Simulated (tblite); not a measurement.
C₃H₅FS (charge +1 and doublet state).
Atom-mapped SMILES: `[CH3:1][C@@:2]1([F:3])[CH2:4][S+:5]1` (hydrogens: H6, H7, H8 on C1; H9, H10 on C4)

Computed with GFN2-xTB (tblite), gas phase: L-BFGS steps from a force-field or distance-geometry start until the largest atomic force falls under 0.01 eV/Å.

Step 6: E = -446.7188 eV
```
atom  x, y, z in Å  |  force x, y, z in eV/Å
C1     -1.2499    0.0022   -0.1704   -0.059   0.003  -0.084
C2      0.1554    0.4718   -0.1990    0.298   0.107  -0.114
F3      0.3556    1.7840   -0.2738   -0.088  -0.123   0.031
C4      1.2214   -0.3291    0.4364    0.040   0.026   0.111
S5      1.4000   -0.4463   -1.3365   -0.113   0.112   0.048
H6     -1.3488   -0.9740   -0.6377   -0.114  -0.009  -0.108
H7     -1.4974   -0.1291    0.8826   -0.316   0.098   0.103
H8     -1.9416    0.7123   -0.6311    0.165  -0.117   0.055
H9      0.8981   -1.2521    0.9114    0.127  -0.080   0.086
H10     2.0161    0.1650    0.9955    0.059  -0.019  -0.127
```

Step 7: E = -446.7263 eV
```
atom  x, y, z in Å  |  force x, y, z in eV/Å
C1     -1.2561    0.0040   -0.1725    0.103  -0.053   0.014
C2      0.1581    0.4735   -0.1999    0.131  -0.055  -0.022
F3      0.3499    1.7852   -0.2719   -0.044  -0.081   0.023
C4      1.2266   -0.3277    0.4402   -0.015   0.000   0.084
S5      1.4007   -0.4465   -1.3326   -0.130   0.125   0.030
H6     -1.3567   -0.9735   -0.6402   -0.088   0.036  -0.082
H7     -1.5093   -0.1279    0.8836   -0.255   0.128  -0.038
H8     -1.9454    0.7131   -0.6377    0.182  -0.100   0.067
H9      0.9100   -1.2558    0.9156    0.115   0.003   0.057
H10     2.0311    0.1603    0.9928    0.001  -0.003  -0.131
```

Step 8: E = -446.7335 eV
```
atom  x, y, z in Å  |  force x, y, z in eV/Å
C1     -1.2589    0.0038   -0.1734    0.194  -0.094   0.090
C2      0.1630    0.4735   -0.2023   -0.077  -0.179   0.090
F3      0.3443    1.7856   -0.2697    0.003  -0.033   0.018
C4      1.2312   -0.3272    0.4451   -0.035  -0.032   0.028
S5      1.3981   -0.4437   -1.3286   -0.119   0.108   0.001
H6     -1.3652   -0.9727   -0.6444   -0.052   0.058  -0.043
H7     -1.5252   -0.1239    0.8840   -0.158   0.131  -0.157
H8     -1.9444    0.7119   -0.6419    0.168  -0.045   0.041
H9      0.9220   -1.2595    0.9206    0.096   0.064   0.039
H10     2.0440    0.1569    0.9880   -0.018   0.021  -0.107
```

Step 9: E = -446.7400 eV
```
atom  x, y, z in Å  |  force x, y, z in eV/Å
C1     -1.2586    0.0019   -0.1731    0.179  -0.104   0.115
C2      0.1670    0.4709   -0.2029   -0.229  -0.210   0.180
F3      0.3391    1.7844   -0.2672    0.035  -0.005   0.024
C4      1.2349   -0.3272    0.4500   -0.019  -0.055  -0.034
S5      1.3931   -0.4386   -1.3249   -0.084   0.066  -0.041
H6     -1.3741   -0.9710   -0.6494   -0.010   0.038  -0.007
H7     -1.5435   -0.1174    0.8818   -0.061   0.104  -0.197
H8     -1.9393    0.7094   -0.6445    0.139   0.031  -0.009
H9      0.9349   -1.2621    0.9263    0.066   0.081   0.037
H10     2.0553    0.1544    0.9813   -0.016   0.053  -0.069
```

Task: Estimate the geometry and energy of step 10. (The exact step hangs on the optimiser's Hessian estimate; all steps are aligned on step 9, rigid shifts and turns removed.)

Result: E = -446.7461 eV, largest force 0.368 eV/Å
```
atom  x, y, z in Å  |  force x, y, z in eV/Å
C1     -1.2567   -0.0011   -0.1720    0.071  -0.080   0.085
C2      0.1679    0.4660   -0.1994   -0.257  -0.154   0.213
F3      0.3345    1.7815   -0.2643    0.047  -0.001   0.042
C4      1.2381   -0.3275    0.4540    0.018  -0.061  -0.081
S5      1.3869   -0.4327   -1.3223   -0.043   0.012  -0.081
H6     -1.3828   -0.9686   -0.6541    0.031  -0.015   0.018
H7     -1.5622   -0.1095    0.8766    0.005   0.054  -0.142
H8     -1.9313    0.7071   -0.6470    0.107   0.104  -0.065
H9      0.9487   -1.2631    0.9326    0.031   0.055   0.045
H10     2.0658    0.1526    0.9733   -0.010   0.086  -0.034
```

The energy changes by -0.0060 eV. The first-order estimate −F·Δx gives -0.0084 eV and the mean of the old and new forces, exact on a quadratic surface, -0.0060 eV. The step makes an angle of 64° with the force vector and moves no atom by more than 0.021 Å.

What follows is the cost of the whole relaxation. On one thread, Arm Neoverse V1 (aarch64), shared host with 64 logical CPUs at a one-minute load of 18, this took 0.2 s.
